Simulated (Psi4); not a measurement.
# CO (carbon monoxide) at PBE/cc-pVDZ (sweep point 7)

What is the vertical singlet–triplet gap of CO (carbon monoxide) at PBE/cc-pVDZ (sweep point 7)? 

The results are computed with Psi4 1.11.

4 further runs of the same task are left out: 4 set aside as unsound or not needed.

**1. The structure to begin with**

CO: 2 atoms, total charge 0, spin state singlet. As SMILES, `[C-]#[O+]`. The coordinates come from a PBE0-D4/def2-TZVP relaxation.

Bond lengths: C1–O2 1.123 Å.

**2. A single-point energy at PBE/cc-pVDZ (sweep point 7)**

File input.dat:

```
memory 1600 MB

molecule m {
  0 1
  C      0.90687957    -0.29309652     0.46714030
  O     -0.90687957     0.29309652    -0.46714030
  units bohr
  symmetry c1
}

set basis cc-pVDZ
set puream true
set scf_type pk
set dft_radial_points 150
set dft_spherical_points 974

energy('pbe')
```

On the command line:

```sh
$ psi4 input.dat output.dat -n 1
```

output.dat:

```text
[...]
  Running in c1 symmetry.
[...]
  Nuclear repulsion =   22.611783245024760
[...]
  Multiplicity = 1
[...]
  Nalpha       = 7
  Nbeta        = 7
[...]
    Number of basis functions: 28
[...]
   @RKS iter   1:  -113.13803907910921   -3.30236e-01   1.31295e-02 ADIIS/DIIS
[...]
   @RKS iter   7:  -113.19357772513344   -1.17711e-07   7.23948e-07 DIIS
[...]
    Orbital Energies [Eh]
    ---------------------
    Doubly Occupied:
       1A    -18.865896     2A     -9.999967     3A     -1.073066
       4A     -0.507543     5A     -0.425176     6A     -0.425176
       7A     -0.316426
[...]
  @RKS Final Energy:  -113.19357772513344
   => Energetics <=
    Nuclear Repulsion Energy =             22.6117832450247604
    One-Electron Energy =                -198.5272358919175417
    Two-Electron Energy =                  76.5018826964642358
    DFT Exchange-Correlation Energy =     -13.7800077747048793
    Empirical Dispersion Energy =           0.0000000000000000
    VV10 Nonlocal Energy =                  0.0000000000000000
    Total Energy =                       -113.1935777251334372
[...]
 Multipole Moments:
 ------------------------------------------------------------------------------------
     Multipole            Electronic (a.u.)      Nuclear  (a.u.)        Total (a.u.)
 ------------------------------------------------------------------------------------
 L = 1.  Multiply by 2.5417464519 to convert [e a0] to [Debye]
 Dipole X            :         -0.0000000            0.0000000           -0.0000000
 Dipole Y            :         -0.0000000            0.0000000           -0.0000000
 Dipole Z            :         -0.1360352           -0.0023137           -0.1383489
 Magnitude           :                                                    0.1383489
[...]
```

Wall time 6.6 s (1 thread of Intel Xeon Platinum 8259CL at 2.50GHz (Skylake/Cascade Lake), shared host); peak memory 0.47 GiB.

**3. The triplet, same level**

File calc.inp:

```
memory 1600 mb

molecule molecule1 {
  0 3
  C      0.90687957    -0.29309652     0.46714030
  O     -0.90687957     0.29309652    -0.46714030
  units au
  symmetry c1
}

set reference uks
set puream true
set scf_type pk
set dft_radial_points 150
set dft_spherical_points 974
set maxiter 150

e_tot, wfn = energy("pbe/cc-pVDZ", return_wfn=True)
```

On the command line:

```sh
$ psi4 calc.inp calc.out -n 1
```

calc.out:

```text
[...]
  Running in c1 symmetry.
[...]
  Nuclear repulsion =   22.611783245024760
[...]
  Multiplicity = 3
[...]
  Nalpha       = 8
  Nbeta        = 6
[...]
    Number of basis functions: 28
[...]
   @UKS iter   1:  -112.87224153528625   -6.44380e-02   1.76948e-02 ADIIS/DIIS
[...]
   @UKS iter   9:  -112.96902911247807   -9.92785e-10   1.13208e-07 DIIS
[...]
   @S^2 Observed:                2.007619888E+00
[...]
    Orbital Energies [Eh]
    ---------------------
    Alpha Occupied:
       1A    -18.830672     2A    -10.023190     3A     -1.053538
       4A     -0.508479     5A     -0.414527     6A     -0.413254
       7A     -0.400842     8A     -0.089104
    Alpha Virtual:
       9A     -0.082923    10A      0.207821    11A      0.391854
      12A      0.397396    13A      0.440227    14A      0.679659
      15A      0.782675    16A      0.906595    17A      0.907625
      18A      1.012030    19A      1.015584    20A      1.183080
      21A      1.187882    22A      1.602553    23A      1.893924
      24A      2.502632    25A      2.504371    26A      2.958556
[...]
  @UKS Final Energy:  -112.96902911247807
   => Energetics <=
    Nuclear Repulsion Energy =             22.6117832450247604
    One-Electron Energy =                -198.4681901469859326
    Two-Electron Energy =                  76.7205603999381509
    DFT Exchange-Correlation Energy =     -13.8331826104550455
    Empirical Dispersion Energy =           0.0000000000000000
    VV10 Nonlocal Energy =                  0.0000000000000000
    Total Energy =                       -112.9690291124780686
[...]
 Multipole Moments:
 ------------------------------------------------------------------------------------
     Multipole            Electronic (a.u.)      Nuclear  (a.u.)        Total (a.u.)
 ------------------------------------------------------------------------------------
 L = 1.  Multiply by 2.5417464519 to convert [e a0] to [Debye]
 Dipole X            :         -0.0000000            0.0000000           -0.0000000
 Dipole Y            :          0.0000000            0.0000000            0.0000000
 Dipole Z            :          0.3962764           -0.0023137            0.3939627
 Magnitude           :                                                    0.3939627
[...]
```

It took 9.9 s on 1 thread of Intel Xeon Platinum 8259CL at 2.50GHz (Skylake/Cascade Lake), shared host; peak memory 0.47 GiB.

**4. What came out**

At PBE/cc-pVDZ (sweep point 7):

```
                                        quantity          value
                           singlet: total energy  -113.19358 Eh
                          singlet: dipole moment         0.35 D
                            singlet: HOMO energy       -8.61 eV
                            singlet: LUMO energy       -1.49 eV
                          singlet: HOMO–LUMO gap        7.12 eV
                           triplet: total energy  -112.96903 Eh
                          triplet: dipole moment         1.00 D
     triplet: HOMO energy (highest over α and β)       -2.42 eV
                                   triplet: ⟨S²⟩          2.008
vertical energy of the triplet above the singlet       6.110 eV
```

What this shows: At this shape the triplet lies 6.11 eV (141 kcal/mol) above the singlet.
